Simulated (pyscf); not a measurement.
H₃Ge–SnH₂• + CH₄ → H₃Ge–SnH₃ + CH₃•, a hydrogen abstraction (doublet surface; C–H broken, H–Sn formed). Structures and frequencies: ωB97X-D3(BJ)/def2-SVP in PySCF. Energies in eV from the separated reactants.

Small-basis levels: PySCF, no dispersion term, spherical d functions. Open shells are spin-unrestricted. 

Q: Quick MP2/6-31G*+LANL2DZ single points give ΔE‡ = 1.92 eV and ΔE = +1.68 eV. What does ωB97M-D3(BJ)/def2-TZVP give, and how far is the quick result from it?

A: ωB97M-D3(BJ)/def2-TZVP gives ΔE‡ = 1.63 eV and ΔE = +1.52 eV. MP2/6-31G*+LANL2DZ lies 0.29 eV over it in the barrier and 0.16 eV over it in the reaction energy, so on this step it does not hold to within 0.13 eV. ωB97M-D3(BJ)/def2-TZVP has limits of its own. One saddle was located; it need not be the lowest between these sides. The angle at the transferred H is 180°. In the def2 sets elements up to Kr have no core potential. In the def2 sets elements past Kr carry core potentials, without spin-orbit coupling.
